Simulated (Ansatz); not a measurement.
H₃Ge–BH₂, triplet in cc-pVDZ: errors against UCCSDT(Q)

Geometry: displaced at random from a stationary point.

```xyz
7

Ge    0.0143    0.0034    0.3059
B    -0.0076    0.0118   -1.8833
H     0.6451   -1.3027    0.7530
H     0.7283    1.2062    0.7712
H    -1.5723   -0.0951    0.6463
H    -0.3053   -1.1718   -2.0230
H    -0.4433    0.9925   -1.9929
```

Basis cc-pVDZ; Ansatz 0.2.0. Correlated methods freeze the noble-gas cores and the filled d shells of p-block atoms, which leaves 12 electrons in 51 orbitals. R marks a restricted (for open shells ROHF) determinant, U an unrestricted one. No spin–orbit coupling is included, and no scalar relativity.

Full CI isn't at hand for all of this; UCCSDT(Q) serves as the reference, and is uncertain by the last step of the cluster series or more.

The UHF ⟨S²⟩ is 2.012 and the T1 diagnostic (RCCSD) is 0.0181. The largest doubles amplitude (RCCSD) is 0.022 and the T1 diagnostic (UCCSD) is 0.0132.

Task: From what is known of these methods and the diagnostics, rank them by the size of their error in total energy against UCCSDT(Q) in cc-pVDZ, smallest first (an estimate: the text doesn't fix the numbers).
A. UCCSD
B. UMP2
C. UCCSD(T)
D. UHF
E. UCCSDT

Result: E (4 meV), C (35 meV), A (163 meV), B (1362 meV), D (6099 meV).

All errors are against UCCSDT(Q) in cc-pVDZ. Within each family the higher level lies nearer, as is usual though not guaranteed.
